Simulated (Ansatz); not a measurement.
System (SMILES): Cl[Si](Cl)(Cl)Cl.
Atoms: Si1, Cl2, Cl3, Cl4, Cl5. Bonds: Si1-Cl2, Si1-Cl3, Si1-Cl4, Si1-Cl5.

How fast the highest harmonic wavenumber converges with the basis for several methods (Ansatz, a program for electronic structure): deviation from each method's own reference, in cm⁻¹. References: B3LYP 598 cm⁻¹, the value in aug-pcseg-3; HF 636 cm⁻¹, the value in aug-pcseg-3; PBE 592 cm⁻¹, the value in aug-pcseg-3. All functions are spherical. No added dispersion term, no relativity. Each level at its own minimum, unscaled; the references are large sets that could be run, not limits.

| basis | functions | B3LYP | HF | PBE |
|---|---|---|---|---|
| pcseg-1 | 90 | -4 | ___ | -5 |
| def2-SVPD | 132 | -1 | ___ | 1 |
| aug-cc-pV(D+d)Z | 160 | -6 | ___ | -5 |
| def2-TZVPP | 210 | 3 | ___ | 4 |
| def2-TZVPPD | 252 | 1 | ___ | 1 |
| cc-pV(Q+d)Z | 320 | 0 | ___ | 0 |
| pcseg-3 | 320 | 1 | ___ | 1 |
| aug-cc-pV(Q+d)Z | 445 | -1 | ___ | -1 |

Q: Complete the blanks.

A: 
- pcseg-1, HF: 2
- def2-SVPD, HF: -1
- aug-cc-pV(D+d)Z, HF: -8
- def2-TZVPP, HF: 3
- def2-TZVPPD, HF: 1
- cc-pV(Q+d)Z, HF: 1
- pcseg-3, HF: 1
- aug-cc-pV(Q+d)Z, HF: 0

Mean absolute deviation over def2-TZVPP, def2-TZVPPD: B3LYP 2, HF 2, PBE 2 cm⁻¹.
